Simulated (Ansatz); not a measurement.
A nudged elastic band was laid between two geometries of C₂H₇B (10 atoms, charge 0, multiplicity 1).

Method: RKS PBE0-D4/6-31G* (Ansatz 0.2.0).

```json
{"movable images": "7", "climbing image": "yes", "spring": "5.0 eV/Å²", "optimiser": "quadratic models (default)", "start path": "through a guess of the saddle point", "force threshold": "0.05 eV/Å", "iteration limit": "60", "end points": "relaxed"}
```

First end point:

```xyz
10
Properties=species:S:1:pos:R:3
B -0.424 0.123 -0.358
C 0.695 1.196 -0.146
C -0.443 -1.268 0.360
H 0.494 -1.549 0.852
H -1.323 0.381 -1.121
H 0.311 2.223 -0.118
H 1.345 1.024 0.718
H 1.335 1.155 -1.044
H -1.213 -1.199 1.148
H -0.775 -2.085 -0.291
```

Last end point:

```xyz
10
Properties=species:S:1:pos:R:3
B -1.151 -0.709 -0.812
C 1.247 1.147 0.113
C -1.297 -1.429 0.361
H 1.354 0.124 -0.260
H -1.064 -0.120 -1.830
H 0.189 1.389 0.256
H 1.764 1.230 1.072
H 1.685 1.844 -0.605
H -0.683 -1.263 1.243
H -2.046 -2.213 0.461
```

Problem. Which bonds break or form, and what moves?

Solution. Bonds broken: B1–C2, C3–H4. Bonds formed: C2–H4. C2H7B becomes CH3B + CH4.

Problem. What energy profile does the band end with?

Solution. The run converged. The highest image is number 5 of 0 to 8, 272.0 kJ/mol above the first end and 49.8 kJ/mol above the last; the last end lies 222.2 kJ/mol above the first. Neighbouring images differ by up to 2.0 eV, so the band resolves the path poorly. A vibrational analysis at the climbing image gives one clearly imaginary mode, 950i cm⁻¹: a first-order saddle point. The orbitals stay closed-shell, which can raise the energy where a bond breaks towards radicals; this wasn't checked here.

| image | path coordinate (Å) | energy (kJ/mol) | B1–C2 (Å) | C3–H4 (Å) | C2–H4 (Å) |
| --- | --- | --- | --- | --- | --- |
| 0 | 0.00 | 0.0 | 1.57 | 1.10 | 2.93 |
| 1 | 0.88 | 1.1 | 1.57 | 1.10 | 2.97 |
| 2 | 1.76 | 1.4 | 1.57 | 1.10 | 3.10 |
| 3 | 2.63 | 1.2 | 1.57 | 1.10 | 3.05 |
| 4 | 3.51 | 77.6 | 1.58 | 1.20 | 2.18 |
| 5 | 4.39 | 272.0 | 1.77 | 1.83 | 1.38 |
| 6 | 5.10 | 237.8 | 2.29 | 2.25 | 1.12 |
| 7 | 5.81 | 224.7 | 2.84 | 2.68 | 1.10 |
| 8 | 6.52 | 222.2 | 3.17 | 3.13 | 1.09 |

Problem. What is the geometry of the highest image?

Solution. 
```xyz
10
Properties=species:S:1:pos:R:3
B -0.552 -0.119 -0.490
C 0.742 0.982 0.005
C -0.830 -1.203 0.417
H 0.671 -0.374 -0.231
H -0.941 0.140 -1.587
H 0.062 1.834 0.106
H 1.231 0.838 0.974
H 1.479 1.236 -0.760
H -0.290 -1.359 1.352
H -1.572 -1.975 0.213
```

Run time: 8.2 min on 1 thread of Intel(R) Xeon(R) Processor @ 2.70GHz, with other jobs on the host, peak memory 0.13 GiB.
